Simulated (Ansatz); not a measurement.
Ansatz (a program for electronic structure) input (B3LYP/6-31+G*): The .json file is the Basis Set Exchange's 6-31+G*.

Ansatz 0.2 input:
```yaml
crystal:
  periodic: [false, false, false]
  atoms:
    - {symbol: C, position_ang: [1.22920517, 0.00086102, -0.15673398]}
    - {symbol: C, position_ang: [-0.04880007, 0.40448650, 0.17084702]}
    - {symbol: H, position_ang: [1.41323049, -0.97923889, -0.57911476]}
    - {symbol: H, position_ang: [2.08206806, 0.64641406, -0.00300865]}
    - {symbol: H, position_ang: [-0.16881649, 1.39926000, 0.59101947]}
    - {symbol: C, position_ang: [-1.18599328, -0.35902906, 0.00545096]}
    - {symbol: H, position_ang: [-2.16174989, 0.01404037, 0.28197140]}
    - {symbol: H, position_ang: [-1.13120307, -1.35838636, -0.40825144]}
basis:
  gaussian:
    orbitals: 6-31+G_.json
hamiltonian:
  xc: {name: B3LYP}
magnetization: {spin_polarized: true, initial_magnetization: 1}
output: {forces: true}
```

Task: What final total energy does it give?

Result: -117.26769 Eh.
